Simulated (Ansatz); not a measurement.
## H₂S₃, SMILES SSS: a composite energy at a relaxed geometry, step by step

Program: the Ansatz DFT code, driven from Python.

Typed at the interpreter:
```pycon
>>> import itertools
>>> import warnings
>>> import ansatz as az
>>> from ase.data import atomic_numbers, covalent_radii
>>> import numpy as np
>>> params = {
...     "basis_set": "def2-SVP",
...     "xc": "b3lyp",
...     "dispersion": "d3bj",
... }
>>> warnings.simplefilter("ignore", az.DeckWarning)
>>> geometry_ang = [
...     ("S", (-1.519, -0.7571, 0.076)),
...     ("S", (-0.4091, 0.7907, 0.8263)),
...     ("S", (1.47, 0.0482, 0.79)),
...     ("H", (-1.3237, -0.4677, -1.2486)),
...     ("H", (1.8316, 0.3122, -0.4852)),
... ]
>>> molecule = az.Crystal.molecule()
>>> for symbol, xyz in geometry_ang:
...     molecule = molecule.atom(symbol, xyz)
...
>>> base = (
...     molecule.calculation()
...     .basis(gaussian=params["basis_set"])
...     .functional(params["xc"], dispersion=params["dispersion"])
... )
>>> symbols = [site.symbol for site in molecule.cartesian_sites]
>>> start = np.array([site.position_ang for site in molecule.cartesian_sites], dtype=float)
>>> r = base.relax(force_tolerance=0.01).run(threads=1).report
>>> end = np.array(r["positions_ang"])
>>> # pairs closer than 1.2 times the sum of covalent radii, before or after
>>> radius = [covalent_radii[atomic_numbers[s]] for s in symbols]
>>> span = lambda where, i, j: np.linalg.norm(where[i] - where[j])
>>> bonded = [(i, j) for i, j in itertools.combinations(range(len(symbols)), 2) if min(span(start, i, j), span(end, i, j)) < 1.2 * (radius[i] + radius[j])]
>>> print("pair        before    after (A)")
pair        before    after (A)
>>> for i, j in bonded:
...     print(f"{symbols[i]}{i}-{symbols[j]}{j}".ljust(10), f"{span(start, i, j):8.4f} {span(end, i, j):8.4f}")
...
S0-S1        2.0471   2.0965
S0-H3        1.3698   1.3586
S1-S2        2.0208   2.0965
S2-H4        1.3515   1.3587
>>> minimum = az.Crystal.molecule()
>>> for symbol, place in zip(symbols, end):
...     minimum = minimum.atom(symbol, place.tolist())
...
>>> at_minimum = minimum.calculation()
>>> # MP2 extrapolated to the basis limit, plus the small-basis difference CCSD(T) - MP2
>>> level = lambda method, basis: at_minimum.basis(gaussian=basis).correlation(method).run(threads=1).report
>>> small, large, cluster = level("mp2", "cc-pVDZ"), level("mp2", "cc-pVTZ"), level("ccsd_t", "cc-pVDZ")
>>> corr = lambda each: (each["free_energy_ev"] - each["reference_energy_ev"]) / 27.211386246
>>> mp2_limit = (27 * corr(large) - 8 * corr(small)) / 19
>>> pieces = {"HF / cc-pVTZ": large["reference_energy_ev"] / 27.211386246, "MP2 correlation, DZ-TZ limit": mp2_limit, "CCSD(T) - MP2 / cc-pVDZ": corr(cluster) - corr(small)}
>>> for name, value in pieces.items():
...     print(f"{name:32s} {value:14.6f} Ha")
...
HF / cc-pVTZ                       -1193.810485 Ha
MP2 correlation, DZ-TZ limit          -0.583670 Ha
CCSD(T) - MP2 / cc-pVDZ               -0.058391 Ha
>>> print(f"{'sum':32s} {sum(pieces.values()):14.6f} Ha")
sum                                -1194.452546 Ha
>>> print("T1 diagnostic", round(cluster["correlation"]["coupled_cluster"]["t1_diagnostic"], 4))
T1 diagnostic 0.0128
```

What to keep in mind:
- Total energies depend on the basis set; only differences at equal settings carry meaning.
- The sum leaves out core correlation, relativity, the Hartree-Fock basis error and zero-point energy; a DZ-TZ extrapolation is rough.
- b3lyp holds the VWN-RPA fit, as in Gaussian; the form of ORCA and Turbomole is b3lyp5.
- Inner cores stay frozen, so this is valence correlation.
- For Al to Cl the sets with a tight d function, cc-pV(X+d)Z, are usual.
- An extrapolation from small basis sets is rough.
- Hardware and time: 18 s on 1 thread of Arm Neoverse V1 (shared host), peak memory 0.28 GiB.
